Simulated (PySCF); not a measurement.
Gas-phase reaction: 2 N2 + 2 C4H10 (isobutane) ⇌ 4 CH2NH + C4H8 (isobutene)

Method: PySCF energies (xtb for GFN2) plus ideal-gas RRHO corrections (1 bar). † marks an energy on the PBE0/def2-TZVP geometry and frequencies; other levels use their own. 6-31G* has spherical d functions here. All species are closed-shell singlets. B3LYP is the form with VWN-RPA correlation. CH2NH: computed as isolated molecules; such fragments, hydroxides, amides, oligomers or adducts are transient or little studied in the gas. The harmonic model lacks anharmonicity and excited electronic states, which grow with temperature; levels with a mode under 35 cm⁻¹ are left out. Internal rotation in C4H10 (isobutane), C4H8 (isobutene) is treated as a harmonic vibration of one conformer, which makes the entropy rough.

| level | ΔE electronic, kJ | ΔH°(298 K), kJ | ΔS°(298 K), J/K | ΔG°(1000 K), kJ |
|---|---|---|---|---|
| B3LYP/6-31G* | 603 | 589 | 230 | 366 |
| BLYP/def2-TZVP† | 517 | 505 | 229 | 283 |
| GFN2-xTB | 282 | 254 | 233 | 24 |
| HF/def2-TZVP† | 634 | 622 | 229 | 400 |
| PBE/def2-SVP | 584 | 570 | 231 | 346 |
| PBE0/def2-TZVP | 599 | 587 | 229 | 365 |
| ωB97M-V/def2-TZVP† | 619 | 607 | 229 | 385 |
| ωB97X-V/def2-TZVP† | 639 | 627 | 229 | 405 |
ΔH° is lowest at GFN2-xTB and highest at ωB97X-V/def2-TZVP†. No reference value is set beside these.
